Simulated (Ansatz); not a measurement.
# C2H6 (SMILES CC): functionals against CCSD(T) at one geometry

One table from this session's results is given with a row withheld; the runs are named, their logs left out.

Program: Ansatz 0.2.0, Gaussian basis. Level of theory: single points in def2-TZVPP. These are calculated values, not measurements.

Correlated methods freeze the cores.

### Starting geometry

SMILES `CC`, 8 atoms, charge 0, spin multiplicity 1.

Atoms are counted from 1 here; the program's logs count them from 0.

Bond lengths: C1–C2 1.534 Å, C1–H3 1.079 Å, C1–H4 1.090 Å, C1–H5 1.045 Å, C2–H6 1.045 Å, C2–H7 1.033 Å, C2–H8 1.107 Å. Angles: C2–C1–H3 111.9°, C2–C1–H4 110.6°, C2–C1–H5 108.5°, H3–C1–H4 107.9°, H3–C1–H5 111.7°, H4–C1–H5 106.1°, C1–C2–H6 110.4°, C1–C2–H7 108.7°, C1–C2–H8 108.7°, H6–C2–H7 112.6°, H6–C2–H8 106.7°, H7–C2–H8 109.7°.

Coordinates:

```xyz
8

C    -0.30550    0.10940   -0.67680
C     0.34190   -0.10810    0.69710
H     0.08840   -0.56750   -1.41960
H    -1.38360   -0.04400   -0.62220
H    -0.16870    1.10770   -0.95330
H    -0.09550    0.52020    1.40910
H     1.36070    0.03920    0.61030
H     0.14230   -1.14720    1.02320
```

Set-up of the first run:

The input, run/in.yaml:

```yaml
crystal:
  periodic: [false, false, false]
  atoms:
    - {symbol: C, position_ang: [-0.305500, 0.109400, -0.676800]}
    - {symbol: C, position_ang: [0.341900, -0.108100, 0.697100]}
    - {symbol: H, position_ang: [0.088400, -0.567500, -1.419600]}
    - {symbol: H, position_ang: [-1.383600, -0.044000, -0.622200]}
    - {symbol: H, position_ang: [-0.168700, 1.107700, -0.953300]}
    - {symbol: H, position_ang: [-0.095500, 0.520200, 1.409100]}
    - {symbol: H, position_ang: [1.360700, 0.039200, 0.610300]}
    - {symbol: H, position_ang: [0.142300, -1.147200, 1.023200]}
basis:
  gaussian: {orbitals: def2-TZVPP}
correlation: {method: ccsd_t}
output: {forces: true}
```

No record of the launch command was kept for these runs.

Steps of the session up to this table: CCSD(T)/def2-TZVPP; PBE0-D4/def2-TZVPP; wB97M-V/def2-TZVPP; r2SCAN-D4/def2-TZVPP; PBE-D4/def2-TZVPP; CAM-B3LYP-D4/def2-TZVPP; revPBE-D4/def2-TZVPP.

One table of the session follows, with a row left open; its other results are not shown here.

```
      method  RMS force component (eV/Å)  angle to CCSD(T) forces (°)
     CCSD(T)                       1.000                    reference
     PBE0-D4                       1.033                          4.1
     wB97M-V                           ?                            ?
   r2SCAN-D4                       1.007                          2.1
      PBE-D4                       1.073                          6.1
CAM-B3LYP-D4                       1.000                          3.4
   revPBE-D4                       1.071                          6.3
```

**Question.** Estimate the row for wB97M-V.

As computed: RMS force component (eV/Å): 0.989; angle to CCSD(T) forces (°): 2.3. In the column «RMS force component (eV/Å)» it is the lowest.
